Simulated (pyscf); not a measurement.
Single points on ωB97X-D3(BJ)/def2-SVP structures (PySCF, gas phase). MP2 and CC: frozen core, UHF for open shells. ΔMP2 is the change of the MP2 total energy from the triple- to the quadruple-zeta basis.

**Question.** How much does it cost (ΔH, 298 K, CCSD(T)/def2-TZVPP + ΔMP2(QZVPP)) to split HO–AlH–PH₂ at its Al–O bond into OH• + [HAl–PH₂]•?

**Answer.** Al–O to OH• + [HAl–PH₂]•: 536.9 kJ/mol. The radicals are drawn with the spin at the cut bond; how far it spreads was not checked. Other isomers of [HAl–PH₂]• were not searched in full and may lie lower. The CCSD(T) − MP2 part came from Ansatz, without density fitting, on the same reference. Left out: the spin-orbit lowering of OH.
